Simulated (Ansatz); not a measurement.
# C2H3N: vertical ionisation energy

Aim: the vertical ionisation energy of C2H3N, as cation minus neutral at the neutral's geometry, on several levels, and how well −ε(HOMO) stands in for it.

Program: Ansatz 0.2.0, Gaussian basis. Level of theory: unrestricted cation, the program's frozen cores in correlated methods. These are calculated values, not measurements.

The runs, in order: UKS PBE-D4/def2-TZVPP; UKS r2SCAN-D4/def2-TZVPP; UKS PBE0-D4/def2-TZVPP; UKS B3LYP-D4/def2-TZVPP; UKS wB97X-V/def2-TZVPP; UKS wB97M-V/def2-TZVPP; UKS B2PLYP/def2-TZVPP; UHF-CCSD(T)/def2-TZVPP; UHF-MP2/def2-QZVPP; extrapolation to the limit; then −ε(HOMO) from the neutral's earlier runs with LDA (SPW92), PBE-D4, revPBE-D4, BLYP-D4, r2SCAN-D4, B97M-V, PBE0-D4, B3LYP-D4, r2SCANh-D4, r2SCAN0-D4, HSE06-D4, BHLYP-D4, CAM-B3LYP-D4, LC-ωPBE, ωB97X-V, ωB97M-V.

1 further run of the same task is left out (it didn't finish).

### Step 1. The relaxed structure

An earlier PBE0-D4 in a triple-zeta def2 set relaxation fixed the geometry.

SMILES `C1=NC1`, 6 atoms, charge 0, spin multiplicity 1.

Atoms are counted from 1 here; the program's logs count them from 0.

Bond lengths: C1–N2 1.245 Å, C1–C3 1.442 Å, C1–H4 1.082 Å, N2–C3 1.527 Å, C3–H5 1.086 Å, C3–H6 1.086 Å. Angles: N2–C1–C3 68.8°, N2–C1–H4 139.1°, C3–C1–H4 152.1°, C1–N2–C3 61.7°, C1–C3–N2 49.5°, C1–C3–H5 120.6°, C1–C3–H6 120.6°, N2–C3–H5 116.4°, N2–C3–H6 116.4°, H5–C3–H6 115.9°.

As a file:

```xyz
6
charge 0, multiplicity 1
C    -0.54933   -0.54054   -0.30221
N     0.38736   -1.05954    0.33368
C     0.37427    0.45918    0.17481
H    -1.44463   -0.84093   -0.83100
H     1.12289    0.88169   -0.48909
H     0.15153    1.03623    1.06760
```

### Step 2. Cation, UKS PBE-D4/def2-TZVPP

Input file in.yaml:

```yaml
crystal:
  periodic: [false, false, false]
  atoms:
    - {symbol: C, position_ang: [-0.549326, -0.540537, -0.302208]}
    - {symbol: N, position_ang: [0.387364, -1.059539, 0.333681]}
    - {symbol: C, position_ang: [0.374269, 0.459184, 0.174806]}
    - {symbol: H, position_ang: [-1.444628, -0.840926, -0.830995]}
    - {symbol: H, position_ang: [1.122891, 0.881685, -0.489088]}
    - {symbol: H, position_ang: [0.151528, 1.036233, 1.067605]}
basis:
  gaussian: {orbitals: def2-TZVPP}
total_charge: 1
magnetization: {spin_polarized: true, initial_magnetization: 1}
hamiltonian: {xc: pbe, dispersion: d4}
```

The run is started by

```sh
ansatz run in.yaml --threads 2 --pin off --events-out ev --progress --plain --max-ram 4352MiB
```

The runs that follow: Cation, UKS r2SCAN-D4/def2-TZVPP; Cation, UKS PBE0-D4/def2-TZVPP; Cation, UKS B3LYP-D4/def2-TZVPP; Cation, UKS wB97X-V/def2-TZVPP; Cation, UKS wB97M-V/def2-TZVPP; Cation, UKS B2PLYP (frozen core)/def2-TZVPP; Cation, UHF-CCSD(T)/def2-TZVPP; Cation, UHF-MP2/def2-QZVPP.

Before running them: what should the planned runs give, taken together? Wanted: ionisation energy, CCSD(T)/CBS; nearest functional by difference; nearest −ε(HOMO); −ε(HOMO) of PBE; T1 of the cation.

**Answer**, as computed:

| quantity | value |
| --- | --- |
| ionisation energy, CCSD(T)/CBS | 10.73 eV |
| nearest functional by difference | B3LYP-D4 (-0.09 eV) |
| nearest −ε(HOMO) | LC-ωPBE (+0.07 eV) |
| −ε(HOMO) of PBE | 6.61 eV |
| T1 of the cation | 0.043 |

By cation minus neutral, the functionals miss by 0.24 eV at most. The PBE orbital energy is 4.1 eV too small: a semilocal HOMO is no ionisation energy. Among orbital estimates LC-ωPBE comes nearest. Hartree-Fock falls 1.37 eV short, as the neutral has more correlation energy than the cation. The cation's T1 (from the report) is 0.043, near the customary mark of 0.045 for open shells, so the coupled-cluster value is less safe.
